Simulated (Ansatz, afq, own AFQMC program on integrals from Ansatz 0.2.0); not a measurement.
Two steps: Ansatz 0.2.0 writes the Fock matrix and Cholesky factors of the valence space, and afq projects on them the lowest state that overlaps trial and start.

```yaml
crystal:
  periodic: [false, false, false]
  atoms:
    - {symbol: B, position_ang: [0.000000, 0.000000, 0.265288]}
    - {symbol: C, position_ang: [0.000000, 0.000000, -1.707712]}
    - {symbol: H, position_ang: [0.000000, 0.000000, 1.442424]}
basis:
  gaussian: {orbitals: 6-31G}
magnetization: {spin_polarized: false}
correlation: {method: ccsd_t, electrons: outside_noble_gas, hamiltonian_folder: ham}
```

```sh
$ ansatz run in.yaml --threads 1 --pin off --events-out ev --progress --plain --max-ram 1382MiB
```

Options of the walk:

```
--method phaseless --trial hf --walkers 10 --populations 1 --least-time 40 --time-step 0.02 --steps-per-block 10 --equilibration-blocks 15 --max-blocks 100 --target-error 0.00136 --factor-cut 0.03 --seed 4786 --taylor-order 6
```

Times are imaginary, in 1/Eh. The walk had a cap of 90 s.

```
orbitals 18  electrons 4 4  factors 38 of 285
reference energy -62.77494477 Eh
CCSD correlation -0.16857245 Eh in 15 cycles, weight of the determinant in the CISD state 0.7818
energy of the start -62.774945 Eh
 block  time / (1/Eh)  mean weight  energy / Eh
     1     0.200  0.9917  -62.799783
     2     0.400  1.0016  -62.825971
     3     0.600  1.0188  -62.846678
     4     0.800  1.0193  -62.873298
     5     1.000  1.0061  -62.917773
    11     2.200  1.0038  -63.018986
    23     4.600  1.0030  -63.039072
    35     7.000  1.0003  -62.960767
    47     9.400  0.9930  -62.925941
    57    11.400  1.0033  -62.841681
    59    11.800  1.0051  -62.892824
    71    14.200  1.0146  -62.996843
    83    16.600  1.0404  -63.510225
    95    19.000  0.9749  -62.933099
   107    21.400  1.0037  -62.903386
   115    23.000  0.9800  -62.906892
blocks merged  error / Eh  count
     1  0.011115  100
     2  0.014662  50
     4  0.017032  25
     8  0.019027  12
energy -62.956921 +/- 0.017032 Eh
(rows thinned)
```

The run failed at least one of its tests; the cautions name the faults. The second half of the sampling lies below the first by 1.7 errors of their difference, so the energy may still be moving and its error bar be too small.

Against this walk (error 463.5 meV) on the same determinant: CCSD(T) 49.6 meV higher (within the noise), CCSDT(Q) 14.3 meV lower (within the noise), CCSDTQ 48.1 meV lower (within the noise), full CI 58.8 meV lower (within the noise), a separate phaseless walk with a CISD trial and standard settings 80.9 ± 463.8 meV higher (within the noise). The error is statistical and leaves out the bias of the constraint.

A setting was made bad on purpose (factor cut too coarse), so the walk's energy isn't to be trusted.

Cautions: constraint bias not in the error; error not settled; error above the target (463.5 against 37.0 meV); higher spins were not checked; restricted determinant unstable towards unrestricted (UHF 1.39 eV lower, ⟨S²⟩ 1.13); strong correlation (T1 0.071, weight of the determinant 0.78, largest double 0.28); in a space of 8 electrons in 8 natural orbitals full CI finds another state of this spin 6 meV below the state of CCSDT(Q); the CCSDTQ amplitudes may be one of several solutions (largest double 0.81); the determinant fills πx and πy unequally, so it mixes two states of the linear molecule, and each level undoes that mixture to a different degree, while full CI gives the lower state, and by Hund's rule a triplet of that filling probably lies lower still; CCSDTQ on the UHF determinant differs (565 meV lower), perhaps since the unrestricted series falls towards higher spin; the sampling time fell short of the least asked; so few walkers bias the energy; the coarse factor cut changes the integrals a little; the time-step error isn't removed.

CCSDT and higher add their correlation energy to the determinant of the CCSD(T) run, since their own runs factorise the integrals more tightly (a shift of under 2 meV).
